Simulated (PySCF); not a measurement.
Compound: C5H8O.
Numbering: `[CH3:1][O:2][C@:3]12[CH2:4][C@H:5]1[CH2:6]2` (hydrogens: H7, H8, H9 on C1; H10, H11 on C4; H12 on C5; H13, H14 on C6)

The same species was optimised twice, with GFN2-xTB and with PBE0-D3(BJ)/def2-SVP (PySCF), and the same property calculations (PySCF, gas phase) were run on both structures.

```tsv
coordinate	GFN2-xTB	PBE0-D3(BJ)/def2-SVP	change
C3–C5 (Å)	1.474	1.459	-0.015
C1–O2 (Å)	1.418	1.406	-0.012
O2–C3 (Å)	1.367	1.357	-0.010
C3–C6 (Å)	1.501	1.492	-0.009
C3–C4 (Å)	1.501	1.492	-0.009
C4–C5 (Å)	1.504	1.501	-0.003
C5–C6 (Å)	1.504	1.501	-0.003
O2–C3–C5 (°)	134.9	130.9	-4.0
C4–C3–C6 (°)	96.5	99.6	+3.1
C4–C5–C6 (°)	96.3	98.8	+2.5
O2–C3–C6 (°)	131.7	129.7	-2.0
O2–C3–C4 (°)	131.7	129.8	-1.9
C5–C3–C6 (°)	60.7	61.1	+0.4
C4–C3–C5 (°)	60.7	61.1	+0.4
C3–C6–C5 (°)	58.8	58.4	-0.4
C1–O2–C3–C4 (°)	-92	-97	-5
```

Rotational constants: A = 7776, B = 2800, C = 2501 MHz (GFN2-xTB) against A = 7696, B = 2870, C = 2529 MHz (PBE0-D3(BJ)/def2-SVP). Point groups within 0.08 Å: Cs and Cs. Atoms that the bonding makes alike are paired by their places after alignment.

On the GFN2-xTB structure: lowest singlet, TDDFT (eV) 6.75 [PBE0/def2-SVPD]; isotropic polarisability (au) 60.8 [PBE0/def2-SVPD]; HOMO (eV) -6.98 [PBE0/def2-SVPD]; LUMO (eV) 0.85 [PBE0/def2-SVPD]; dipole (D) 0.82 [PBE0/def2-SVPD].

**Question.** What do these properties become on the PBE0-D3(BJ)/def2-SVP structure?

**Answer.** 
```csv
property,level,on GFN2-xTB,on PBE0-D3(BJ)/def2-SVP,change
"lowest singlet, TDDFT (eV)",PBE0/def2-SVPD,6.75,6.70,-0.05
isotropic polarisability (au),PBE0/def2-SVPD,60.8,61.4,+0.6
HOMO (eV),PBE0/def2-SVPD,-6.98,-6.94,+0.04
LUMO (eV),PBE0/def2-SVPD,0.85,0.84,-0.01
dipole (D),PBE0/def2-SVPD,0.82,0.78,-0.04
"energy, GFN2-xTB geometry as zero (kcal/mol)",PBE0/def2-SVPD,0.0,-1.5,-1.5
```

The heavy atoms differ by 0.035 Å rms after alignment (one structure mirrored). Among bonds between heavy atoms C3–C5 changes most (-0.015 Å). Changes are differences of the printed values. Neither structure is proved a minimum here.

Shape of the structure used: `[CH3:1][O:2][C@:3]12[CH2:4][C@H:5]1[CH2:6]2`: C1–O2–C3–C4 -97°.
